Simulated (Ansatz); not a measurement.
Input for Ansatz (development build ahead of 0.2.0):

```yaml
crystal:
  periodic: [false, false, false]
  atoms:
    - { symbol: O, position_ang: [-1.45619, -0.15656, 0.00414] }
    - { symbol: H, position_ang: [-1.90605, 0.69394, -0.0029] }
    - { symbol: H, position_ang: [-0.51557, 0.08724, 0.0002] }
    - { symbol: O, position_ang: [1.37284, 0.16046, -0.00108] }
    - { symbol: H, position_ang: [1.54322, -0.40761, -0.75908] }
    - { symbol: H, position_ang: [1.53974, -0.41113, 0.75872] }
basis:
  gaussian: { orbitals: cc-pVDZ }
hamiltonian:
  xc: hf
correlation:
  method: mp2
  frozen_orbitals: { H: 0, O: 1 }
```

The input is written out in the form of the current development build from the run's settings.

The run gave:

| Item | Value |
| --- | --- |
| Converged | yes |
| Reference energy | -152.06115 hartree |
| Correlation energy | -0.40785 hartree |
| Total energy | -152.46899 hartree |
| Spin squared of the determinant | 0.000 |
